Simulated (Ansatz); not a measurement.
[SiH3···H···SiH], doublet: transfer scan

Starting geometry:

| atom | x (Å) | y (Å) | z (Å) |
| --- | --- | --- | --- |
| Si | -1.5665 | 0.0244 | 0.0000 |
| H | -2.0613 | 1.4241 | 0.0000 |
| H | -2.0613 | -0.6755 | 1.2122 |
| H | -2.0613 | -0.6755 | -1.2122 |
| H | -0.0818 | 0.0244 | 0.0000 |
| Si | 1.7155 | 0.0244 | 0.0000 |
| H | 2.1120 | -1.4552 | 0.0000 |

From there H5 is moved from one fragment to the other while all else, the fragments' distance too, stays fixed; atoms are numbered as listed. Energies are in kJ/mol, counted from the starting geometry at the same level.

Basis cc-pVDZ; Ansatz 0.2.0. Correlated methods freeze the noble-gas cores. Prefix R: restricted or restricted open-shell reference; prefix U: unrestricted.

Unrestricted rows (U) aren't spin-pure: their determinants' ⟨S²⟩ exceeds S(S+1) by up to 0.29, so they mix in states of higher spin.

Full CI isn't at hand for all of this; UCCSDT(Q) serves as the reference, and is uncertain by about the last step of the cluster series. The frozen core follows each run's orbitals, which can shift R against U totals by a few meV.

| distance Si1-H5 (Å) | RHF |
| --- | --- |
| 1.485 | 0.0 |
| 1.536 | 4.4 |
| 1.638 | 26.2 |
| 1.740 | 63.1 |
| 1.842 | 115.6 |

Estimate the UCCSDT(Q) curve in cc-pVDZ from this one, knowing how RHF errs.

The computed UCCSDT(Q) values, in kJ/mol from the starting point, and the error of RHF against them:
```tsv
distance Si1-H5 (Å)	UCCSDT(Q)	RHF less UCCSDT(Q)
1.485	0.0	0.0
1.536	1.8	2.6
1.638	17.3	9.0
1.740	46.0	17.1
1.842	88.1	27.5
```

The error spans 27.5 kJ/mol and is largest, 27.5 kJ/mol, at 1.842 Å.
